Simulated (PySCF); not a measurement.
## Working out the ionisation energy of N

N [He] 2s2 2p3 (4S) → N⁺ [He] 2s2 2p2 (3P). All numbers are calculated (PySCF 2.14, the spin-free X2C one-electron Hamiltonian (Gaussian nucleus), in aug-cc-pVDZ-DK (4s3p2d, 23 functions)). Frozen: 1s2. Energies in hartree (1 hartree = 27.21139 eV):

| part | N (lower) | N⁺ (upper) |
| --- | --- | --- |
| UHF | -54.422331 | -53.910695 |
| CCSD correlation | -0.092551 | -0.077220 |
| (T) | -0.001274 | -0.000870 |

Question: What does Hartree-Fock give?

Answer: (-53.910695) − (-54.422331) = 0.511636 hartree = 13.922 eV.

Question: What do CCSD and CCSD(T) give?

Answer: The CCSD correlation energies differ by 0.015331 hartree = 0.417 eV and the triples by 0.000404 hartree = 0.011 eV, so CCSD gives 14.339 eV and CCSD(T) 14.350 eV.

Measured between the centres of the two terms (NIST): 14.545 eV, so CCSD(T) (valence) is off by -0.195 eV.

A double-zeta basis recovers only part of the correlation energy.

What remains against the reference includes basis incompleteness, the frozen core and higher excitations.
